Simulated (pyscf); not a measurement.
O=WH(OH)(OH)–OH → O=W(=O)(OH)–OH + H₂, an elimination (singlet surface; H–O, H–W broken, H–H formed). Single points on ωB97X-D3(BJ)/def2-SVP structures (PySCF, gas phase). Energies in kJ/mol from the reactant's lowest minimum found.

Small-basis levels: PySCF, no dispersion term, spherical d functions. 

Quick MP2/6-31G*+LANL2DZ single points give ΔE‡ = 125.4 kJ/mol and ΔE = -126.8 kJ/mol. What does ωB97M-D3(BJ)/def2-TZVP give, and how far is the quick result from it?

ωB97M-D3(BJ)/def2-TZVP gives ΔE‡ = 131.5 kJ/mol and ΔE = -18.5 kJ/mol. MP2/6-31G*+LANL2DZ lies 6.1 kJ/mol under it in the barrier and 108.3 kJ/mol under it in the reaction energy, so on this step it does not hold to within 12.6 kJ/mol. ωB97M-D3(BJ)/def2-TZVP has limits of its own. At the saddle there is also a short H–W contact that neither side keeps. One saddle was located; it need not be the lowest between these sides. In the def2 sets elements past Kr carry core potentials, without spin-orbit coupling.
